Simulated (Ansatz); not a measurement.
# Worked example: the enthalpy of CH4O + N2H4 → H3NO + CH5N

Gas-phase species: CH4O (methanol) `CO`, singlet; N2H4 (hydrazine) `NN`, singlet; H3NO `NO`, singlet; CH5N `CN`, singlet. The partners trade CH3 for NH2: O–CH3 and N–NH2 bonds give way to O–NH2 and N–CH3.

Shapes, held fixed at every level: PBE0-D4/def2-TZVP. Flexible molecules stand in one conformer, not always the lowest. Programs: Ansatz 0.2.0. The zero-point and thermal terms to 298 K, harmonic and unscaled (PBE0-D4/def2-TZVP), stand in the table.

At CCSD(T)/CBS estimate; 1 Eh = 2625.50 kJ/mol:

| species | energy (Eh) | H(298 K) − E (kJ/mol) | tabulated ΔfH (kJ/mol) |
| --- | --- | --- | --- |
| CH4O | -115.617125 | 146.3 | -200.7 |
| N2H4 | -111.764707 | 152.1 | +95.5 |
| H3NO | -131.613501 | 117.8 | -43.5 |
| CH5N | -95.752808 | 180.0 | -20.9 |

**Question.** Work out the reaction enthalpy at 298 K from the calculation and from the table of heats.

**Answer.** 
1. Electronic: (-131.613501) + (-95.752808) − [(-115.617125) + (-111.764707)] = 0.015523 Eh = +40.8 kJ/mol.
2. Zero-point and thermal: (117.8) + (180.0) − [(146.3) + (152.1)] = -0.6 kJ/mol.
3. Computed ΔH = +40.2 kJ/mol.
4. From the heats of formation (Active Thermochemical Tables): (-43.5) + (-20.9) − [(-200.7) + (95.5)] = +40.8 kJ/mol.
5. Computed less tabulated: -0.6 kJ/mol. Tabulated heats carry uncertainties of their own.

The CBS estimate extrapolates MP2 from def2-TZVPP and def2-QZVPP and adds CCSD(T) − MP2 in the triple-zeta set, cores frozen.
